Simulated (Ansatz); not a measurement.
This geometry of C$_{2}$H$_{2}$FNO (7 atoms, charge 0, multiplicity 1) is a first-order saddle point.

The calculation used RHF/def2-SVPD (Ansatz).

```xyz
7
Properties=species:S:1:pos:R:3
N -1.061 0.289 1.150
C -0.296 0.218 0.239
O 0.305 1.007 -0.670
C 0.607 -0.367 -0.714
F 1.848 -0.672 -0.361
H -1.658 0.343 1.926
H 0.315 -0.887 -1.616
```

Q: Which two structures does it join? (They come from a converged band through this point; their orientation in space is the band's.)

A: No bond is made or broken. The dihedral H6–N1–C2–O3 changes from 0 to -179° by way of a nearly straight angle H6–N1–C2 (up to 177°), not by a turn about the bond.

First end point:

```xyz
7
Properties=species:S:1:pos:R:3
N -1.064 -0.168 1.276
C -0.321 0.032 0.319
O 0.154 0.997 -0.466
C 0.597 -0.321 -0.712
F 1.867 -0.539 -0.427
H -1.489 0.673 1.631
H 0.317 -0.741 -1.667
```

Last end point:

```xyz
7
Properties=species:S:1:pos:R:3
N -1.112 0.518 1.199
C -0.332 0.350 0.265
O 0.273 1.098 -0.646
C 0.552 -0.277 -0.671
F 1.779 -0.607 -0.309
H -1.334 -0.340 1.672
H 0.236 -0.810 -1.556
```

Q: How far does it lie above each of them?

A: 89.3 kJ/mol above the first and 88.4 kJ/mol above the second. This is the barrier of this one path; another mechanism may lie lower.

Time of the run: 61 s on 2 threads of AMD EPYC 7R13 Processor (Zen 3) (shared host), peak memory 0.27 GiB.
